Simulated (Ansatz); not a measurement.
Two structures of C₂H₃S, doublet, reached by relaxing down either side of one saddle point (PBE0-D4/def2-TZVP). Energies are electronic, without zero-point energy. Program: Ansatz 0.2.0. Basis: def2-TZVPP and def2-QZVPP. Cores are frozen in the correlated methods; orbitals are unrestricted. Extrapolation: Hartree–Fock as exp(−7.88 √X), correlation as X^−2.97. First:

C1  (-1.103, 0.114, 0.174)
C2  (-0.435, 0.988, -0.308)
S3  (1.382, -1.318, -0.477)
H4  (-1.702, -0.659, 0.598)
H5  (0.151, 1.766, -0.740)
H6  (1.706, -0.890, 0.754)
(Å)

Second:

```
6
angstrom
C -0.3676 -0.0347 0.0876
C -0.6825 1.1391 -0.3807
S 1.1722 -0.8438 -0.2649
H -1.0698 -0.6151 0.6808
H -0.2670 1.9319 -0.9814
H 1.2149 -1.5774 0.8587
```

Which bonds change from the first to the second?

C₂H₂ (C#C) + HS → C₂H₃S ([CH][CH][SH]); bonds formed: C1–S3.

Give the saddle point's structure and its height above each. (To be estimated.)

By the calculation: 15.5 kJ/mol above the first and 56.1 kJ/mol above the second (CCSD(T) at an estimated basis limit (MP2 extrapolated from triple and quadruple zeta, plus CCSD(T) − MP2 in triple zeta)).
C1  (-0.841, 0.015, 0.105)
C2  (-0.450, 1.082, -0.324)
S3  (1.092, -1.397, -0.354)
H4  (-1.449, -0.742, 0.546)
H5  (0.018, 1.942, -0.745)
H6  (1.629, -0.900, 0.772)
(Å)

The T1 diagnostic stays at or below 0.036. ⟨S²⟩ of the unrestricted Hartree–Fock references: 0.76 to 0.96 (a pure state has 0.75). The unrestricted reference is spin-contaminated, which hurts MP2 most.

Labels in which every atom is bracketed show which atoms are joined, not bond orders.

For scale, one of the runs: CCSD(T)/def2-TZVPP, 146 basis functions, launched by `ansatz run in.yaml --threads 2 --pin off --events-out ev --progress --plain --max-ram 4352MiB`. Time: 24 s of wall clock on 2 CPU threads of an Intel Xeon 6975P-C; the host was shared. Peak host memory: 2.2 GiB.
